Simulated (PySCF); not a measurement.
Compound: succinonitrile, C₄H₄N₂.
Atom-mapped SMILES: `[N:1]#[C:2][CH2:3][CH2:4][C:5]#[N:6]` (hydrogens: H7, H8 on C3; H9, H10 on C4)

The same species was optimised twice, with GFN2-xTB and with PBE0-D3(BJ)/def2-SVP (PySCF), and the same property calculations (PySCF, gas phase) were run on both structures.

| coordinate | GFN2-xTB | PBE0-D3(BJ)/def2-SVP | change |
| --- | --- | --- | --- |
| C4–C5 (Å) | 1.442 | 1.457 | +0.015 |
| C2–C3 (Å) | 1.442 | 1.457 | +0.015 |
| C5≡N6 (Å) | 1.142 | 1.157 | +0.015 |
| N1≡C2 (Å) | 1.142 | 1.157 | +0.015 |
| C3–C4 (Å) | 1.540 | 1.536 | -0.004 |
| C2–C3–C4 (°) | 110.1 | 111.8 | +1.7 |
| C3–C4–C5 (°) | 110.1 | 111.8 | +1.7 |
| N1–C2–C3 (°) | 178.6 | 179.2 | +0.6 |
| C4–C5–N6 (°) | 178.7 | 179.2 | +0.5 |
| C2–C3–C4–C5 (°) | 180 | 180 | 0 |

Rotational constants: A = 25357, B = 1530, C = 1469 MHz (GFN2-xTB) against A = 25927, B = 1480, C = 1425 MHz (PBE0-D3(BJ)/def2-SVP). Point groups within 0.08 Å: C2h and C2h.

On the GFN2-xTB structure: HOMO (eV) -9.89 [PBE0/pcSseg-1]; LUMO (eV) 0.03 [PBE0/pcSseg-1]; GIAO shielding of N1/N6 (mean) (ppm) -37.6 [PBE0/pcSseg-1]; GIAO shielding of C2/C5 (mean) (ppm) 65.5 [PBE0/pcSseg-1]; GIAO shielding of C3/C4 (mean) (ppm) 170.5 [PBE0/pcSseg-1].

**Question.** What do these properties become on the PBE0-D3(BJ)/def2-SVP structure?

**Answer.** 
| property | level | on GFN2-xTB | on PBE0-D3(BJ)/def2-SVP | change |
| --- | --- | --- | --- | --- |
| HOMO (eV) | PBE0/pcSseg-1 | -9.89 | -9.88 | +0.01 |
| LUMO (eV) | PBE0/pcSseg-1 | 0.03 | -0.10 | -0.13 |
| energy, GFN2-xTB geometry as zero (kcal/mol) | PBE0/pcSseg-1 | 0.0 | -0.5 | -0.5 |
| GIAO shielding of N1/N6 (mean) (ppm) | PBE0/pcSseg-1 | -37.6 | -45.4 | -7.8 |
| GIAO shielding of C2/C5 (mean) (ppm) | PBE0/pcSseg-1 | 65.5 | 63.1 | -2.4 |
| GIAO shielding of C3/C4 (mean) (ppm) | PBE0/pcSseg-1 | 170.5 | 168.6 | -1.9 |

The heavy atoms differ by 0.035 Å rms after alignment. Among bonds between heavy atoms N1≡C2, C2–C3, C4–C5 and C5≡N6 change most and about equally (+0.015 Å). Changes are differences of the printed values. Neither structure is proved a minimum here.

Conformer computed: `[N:1]#[C:2][CH2:3][CH2:4][C:5]#[N:6]`: C2–C3–C4–C5 180°.
